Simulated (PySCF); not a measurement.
Molecule: 2-penten-1-ol (SMILES OC/C=C/CC).

Geometry (Å), atoms numbered from 1 in this order:
```xyz
16

C    -2.3144    0.7741    0.0249
C    -1.5333   -0.5345    0.1499
C    -0.1104   -0.2757    0.5294
C     0.9393   -0.5872   -0.2122
C     2.3606   -0.2996    0.1714
O     3.0376    0.4670   -0.8051
H    -1.8946    1.3888   -0.7682
H    -3.3573    0.5742   -0.2092
H    -2.2713    1.3362    0.9554
H    -2.0006   -1.1558    0.9192
H    -1.5729   -1.0776   -0.7958
H     0.0331    0.2068    1.4891
H     0.8146   -1.0585   -1.1782
H     2.3939    0.2052    1.1482
H     2.9284   -1.2327    0.2418
H     2.5397    1.2783   -0.9540
```

Frames of a GFN2-xTB Langevin trajectory at 200 K; GIAO PBE0/pcSseg-1 shieldings in PySCF 2.14, gas phase, non-relativistic; equivalent atoms averaged within each frame.

Scale: TMS for ¹³C (σ = 186.93 ppm) and ¹H (σ = 31.72 ppm); H2O for ¹⁷O (σ = 336.08 ppm) (reference shieldings calculated alike). The references are static minima.

How do the shifts (ppm) fluctuate along the trajectory?

Answers


```csv
time (fs),C3,C4,C5,C2,C1,O6,H12,H13,H14/H15,H10/H11
optimised geometry,143.3,138.7,70.7,32.0,17.5,48.6,5.86,6.05,4.33,2.09
250,142.0,134.8,77.0,27.8,17.4,54.6,6.40,5.51,4.88,1.70
425,141.9,140.5,68.3,29.5,21.6,32.8,5.65,6.09,4.27,2.10
625,141.5,143.3,72.3,37.6,20.0,53.8,6.07,6.65,5.37,2.17
800,148.5,142.0,71.0,27.0,13.5,55.6,6.19,6.80,4.19,1.50
1000,144.1,142.4,71.2,32.1,17.0,37.8,6.40,6.24,4.28,2.48
mean of frames,143.6,140.6,72.0,30.8,17.9,46.9,6.14,6.26,4.60,1.99
standard deviation,2.9,3.4,3.2,4.3,3.1,10.8,0.31,0.51,0.51,0.39
```

5 frames give an uncertainty of the mean of about the standard deviation over 2.2 at best, since frames this close in time may not be independent; classical motion lacks zero-point vibration, and the reference would need the same averaging.
